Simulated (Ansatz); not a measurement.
```yaml
crystal:
  periodic: [false, false, false]
  atoms:
    - {symbol: Sc, position_ang: [0.000000, 0.000000, 0.000000]}
    - {symbol: Si, position_ang: [0.000000, 0.000000, 2.560000]}
basis:
  gaussian: {orbitals: def2-TZVP}
magnetization: {spin_polarized: true, initial_magnetization: 1}
hamiltonian: {xc: pbe0}
relax: {f_tol: 0.004, max_steps: 80}
```

```sh
$ ansatz run in.yaml --threads 1 --pin off --events-out ev --progress --plain --max-ram 2176MiB
```

Steps of the relaxation (energy above the last step; positions in Å, forces in eV/Å):

```
2
step 1, 9.9 meV
Sc    0.000    0.000    0.000    0.000    0.000    0.367
Si    0.000    0.000    2.560    0.000    0.000   -0.367
```

```
2
step 2, 0.0 meV
Sc    0.000    0.000    0.027    0.000    0.000   -0.011
Si    0.000    0.000    2.533    0.000    0.000    0.011
```

```
2
step 3, 0.0 meV
Sc    0.000    0.000    0.026    0.000    0.000    0.001
Si    0.000    0.000    2.534    0.000    0.000   -0.001
```

Close pairs at the end: Sc1–Si2 2.508 Å.

A stationary point of unrestricted PBE0 after 3 steps, with ⟨S²⟩ = 1.899 against 0.75 for a pure state. 83 s on 1 thread of AMD EPYC 7R43, shared host.
